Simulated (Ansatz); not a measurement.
Geometry optimisation, RKS r2SCAN-D4/6-31G in Ansatz.

input.yaml

```yaml
crystal:
  periodic: [false, false, false]
  atoms:
    - { symbol: C, position_ang: [-1.1955, -0.4819, -0.1264] }
    - { symbol: C, position_ang: [0.0721, -0.3384, 0.5161] }
    - { symbol: C, position_ang: [1.239, -0.5007, -0.0625] }
    - { symbol: F, position_ang: [1.4339, -0.7484, -1.3686] }
    - { symbol: C, position_ang: [0.984, 0.7716, 0.5318] }
    - { symbol: H, position_ang: [-1.8053, 0.5111, -0.0205] }
    - { symbol: H, position_ang: [-1.7989, -1.2395, 0.3257] }
    - { symbol: H, position_ang: [-1.1237, -0.6322, -1.2157] }
    - { symbol: H, position_ang: [1.4712, 1.0091, 1.5308] }
    - { symbol: H, position_ang: [0.8063, 1.5981, -0.1077] }
basis:
  gaussian: { orbitals: "6-31G" }
hamiltonian:
  xc: r2scan
  dispersion: d4
relax:
  f_tol: 0.02
  max_steps: 50
```

Run as:

```bash
$ ansatz run input.yaml --threads 1 --pin off --max-ram 2048MiB --backend cpu --events-out ev --progress --plain --runs-dir out
```

Where does it end, and by what steps?

The run converged. Limits of this set-up: no polarisation functions. After 13 steps the energy has fallen by 1.612 eV; H8 moved furthest, 0.84 Å.

```
step  energy less start (eV)  largest force component (eV/Å)  accepted
   0                  0.0000                           4.133       yes
   1                 -0.7458                           1.628       yes
   2                 -1.0594                           1.009       yes
   3                 -1.2930                           0.940       yes
   4                 -1.4772                           0.814       yes
   5                 -1.4614                           1.799        no
   6                 -1.5509                           0.551       yes
   7                 -1.5895                           0.279       yes
   8                 -1.6047                           0.125       yes
   9                 -1.6099                           0.037       yes
  10                 -1.6075                           0.309        no
  11                 -1.6107                           0.121       yes
  12                 -1.6117                           0.063       yes
  13                 -1.6120                           0.002       yes
```

```xyz
10
Properties=species:S:1:pos:R:3
C -1.432 -0.459 -0.158
C 0.001 -0.134 -0.136
C 1.248 -0.211 -0.493
F 2.177 -0.794 -1.314
C 1.077 0.782 0.593
H -2.034 0.435 -0.371
H -1.763 -0.846 0.815
H -1.655 -1.213 -0.921
H 1.370 0.537 1.618
H 1.093 1.853 0.371
```

Run time: 37 s on 1 thread of Intel(R) Xeon(R) Platinum 8488C (Sapphire Rapids), with other jobs on the host, peak memory 0.16 GiB.
